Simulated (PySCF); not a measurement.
CH6NP.
SMILES: `CN=[PH3]`

Level of theory: TDDFT CAM-B3LYP/def2-SVPD, vertical, gas phase, core orbitals frozen in the response (PySCF 2.14.0, density-fitted response routines). Geometry: GFN2-xTB; no solvent, vibrations or thermal averaging.

Each state is given a Gaussian of 0.5 eV full width at half maximum, with ε(max) = 2.175×10⁸ f / Δν̃ (Δν̃ the width in cm⁻¹). The cross-section is σ = 3.8235×10⁻²¹ ε cm², given in Mb (10⁻¹⁸ cm²). The width is an assumption, not a result. The curve ends short of the highest state used, and states not computed would add to its high-energy end.

λ (nm), σ (Mb) and a bar:
```
    184.4       5.20 ####################
    188.2       4.58 ##################
    192.0       4.67 ##################
    195.8       3.93 ###############
    199.6       2.98 ############
    203.4       3.08 ############
    207.2       4.59 ##################
    211.1       6.65 ##########################
    214.9       7.75 ##############################
    218.7       7.24 ############################
    222.5       5.51 #####################
    226.3       3.50 ##############
    230.1       1.95 ########
    233.9       1.06 ####
    237.7       0.71 ###
    241.5       0.68 ###
    245.3       0.75 ###
    249.1       0.81 ###
    252.9       0.78 ###
    256.8       0.67 ###
    260.6       0.52 ##
    264.4       0.37 #
    268.2       0.24 #
    272.0       0.14 #
    275.8       0.08 
    279.6       0.04 
    283.4       0.02 
    287.2       0.01 
    291.0       0.00 
    294.8       0.00
```

(1) Where are the band maxima, and which computed states make them?

(2) Coming from long wavelengths, where does ε first pass 100 L mol⁻¹ cm⁻¹?

(3) On this curve, what absorbance would a 10⁻⁵ mol/L sample give at 280 nm over a 1 cm path?

## Answers

(1) 250 nm (4.96 eV), ε about 210, made up of S1 (99%); 216 nm (5.75 eV), ε about 2000, made up of S2 (62%) and S3 (38%); 191 nm (6.49 eV), ε about 1200, made up of S5 (94%) (hardly more than a shoulder) (ε in L mol⁻¹ cm⁻¹; maxima over ε = 5, shares over 10%). At its high-energy end, 6.72 eV, the curve is still rising (ε about 1300, from S5 and S7). The states used: S1 4.96 eV (f 0.0039); S2 5.74 eV (f 0.023); S3 5.77 eV (f 0.014); S4 6.34 eV (f 0.0001); S5 6.46 eV (f 0.022); S6 7.01 eV (f 0.0056); S7 7.12 eV (f 0.070); S8 7.32 eV (f 0.0057).

(2) At about 264 nm (4.70 eV), 0.26 eV below S1.

(3) 280 nm is 4.428 eV, where ε is about 9.6 L mol⁻¹ cm⁻¹, so A = ε c l ≈ 9.6e-05 (Beer–Lambert, with the gas-phase spectrum and the assumed width).
